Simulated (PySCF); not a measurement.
Gas-phase reaction: 2 SiH₄ + 2 SiHF₂ ⇌ 4 SiH₂F + H₂

Computed with PySCF and rigid-rotor harmonic-oscillator thermochemistry at 1 bar. † marks an energy on the PBE0/def2-TZVP geometry and frequencies; other levels use their own. MP2 and CCSD(T) freeze the core. 6-31G* has spherical d functions here. Open shells (unrestricted): SiHF₂ (multiplicity 2), SiH₂F (multiplicity 2); the rest are closed-shell singlets. SiHF₂, SiH₂F: computed as isolated molecules; such fragments, hydroxides, amides, oligomers or adducts are transient or little studied in the gas. MP2 isn't extrapolated to the basis-set limit; its ΔH°(298 K) is 382.4 kJ in def2-SVP and 385.4 kJ in def2-TZVPP. CCSD(T) isn't extrapolated to the basis-set limit; its ΔH°(298 K) is 383.9 kJ in def2-SVP and 387.1 kJ in def2-TZVPP. The harmonic model lacks anharmonicity and excited electronic states, which grow with temperature; levels with a mode under 35 cm⁻¹ are left out.

```csv
level,"ΔE electronic, kJ","ΔH°(298 K), kJ","ΔS°(298 K), J/K","ΔG°(800 K), kJ"
CCSD(T)/def2-TZVPP†,402,387,177,243
HF/6-31G*,349,333,177,188
MP2/def2-SVP†,397,382,177,238
PBE/def2-SVP,389,375,176,231
PBE/def2-TZVP†,377,362,177,218
PBE0/def2-SVP†,394,379,177,235
PBE0/def2-TZVP,386,371,177,226
r2SCAN/def2-TZVP†,379,364,177,220
LDA/def2-TZVP†,428,414,177,269
ωB97M-V/def2-TZVP†,413,399,177,254
ωB97X-V/def2-TZVP†,412,397,177,253
```
ΔH° is lowest at HF/6-31G* and highest at LDA/def2-TZVP†. No reference value is set beside these.
